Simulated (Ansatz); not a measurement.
# Relaxing nickel (fcc)

The calculation used DFT, PBE, plane waves (420 eV) with PAW, scalar-relativistic (Ansatz 0.2.0).

k-point mesh 15×15×15, Fermi-Dirac smearing 0.1 eV, no spin polarisation. Cell and atoms relax.

Starting structure:

```
Ni
1.0
     0.00000    1.76194    1.76194
     1.76194    0.00000    1.76194
     1.76194    1.76194    0.00000
Ni
1
Direct
  0.00000 0.00000 0.00000
```

Problem. What cell does the relaxation end in?

Solution. Fm-3m with a = 3.514 Å; 10.85 Å³ per atom against 10.94 at the start (-0.8 %).

Problem. How much energy does the relaxation gain?

Solution. 0.4 meV per atom.

Spin polarisation is off here; a magnetic state may lie lower.
